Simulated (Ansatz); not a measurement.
# Pulling the pair apart

The pair of NH3 (SMILES N, atoms 1–4) and SiH3Cl (SMILES [SiH3]Cl, atoms 5–9), both closed shells, in one local arrangement (a lower one may exist), relaxed at PBE0-D4/def2-TZVP:

N1  (-0.007, 0.033, -1.558)
H2  (0.975, 0.126, -1.787)
H3  (-0.280, -0.912, -1.800)
H4  (-0.522, 0.663, -2.161)
Si5  (-0.118, 0.123, 1.443)
Cl6  (1.166, -1.455, 1.084)
H7  (0.455, 1.387, 0.938)
H8  (-0.202, 0.204, 2.926)
H9  (-1.466, -0.169, 0.914)
(Å)

SiH3Cl is shifted rigidly along the line between the mean atom positions of the two fragments (negative: closer). Counterpoise interaction energies in kcal/mol. Ansatz 0.2.0; basis: def2-TZVPPD; cores frozen in the correlated methods.

| shift (Å) | wB97M-V | PBE0-D4 | PBE-D4 |
| --- | --- | --- | --- |
| -0.30 | -2.75 | -2.79 | -2.67 |
| -0.15 | -3.63 | -3.60 | -3.54 |
| 0.00 | -3.94 | -3.88 | -3.86 |
| 0.15 | -3.90 | -3.84 | -3.85 |
| 0.36 | -3.51 | -3.50 | -3.53 |
| 0.75 | -2.51 | -2.58 | -2.63 |
| 1.50 | -1.12 | -1.20 | -1.23 |
| 3.00 | -0.26 | -0.25 | -0.25 |

(1) What does CCSD(T) give at these shifts? (Judge from chemistry; the value comes from the calculation.)

The T1 diagnostic stays at or below 0.009.

## Answers

(1) Computed: -1.33, -2.48, -3.01, -3.16, -3.00, -2.28, -1.08, -0.25 kcal/mol. For zero shift, CCSD(T) at an estimated basis limit (MP2 extrapolated from triple and quadruple zeta, plus CCSD(T) − MP2 in triple zeta) gives -3.60 kcal/mol. These are counterpoise interaction energies, counted from the two frozen fragments.

For scale, one of the runs: CCSD(T)/def2-TZVPPD, 238 basis functions, launched by `ansatz run in.yaml --threads 4 --pin off --events-out ev --progress --plain --max-ram 9574MiB`. Hardware: 4 CPU threads of an Arm Neoverse V2, shared host. Wall time 48 s; peak host memory 4.2 GiB.
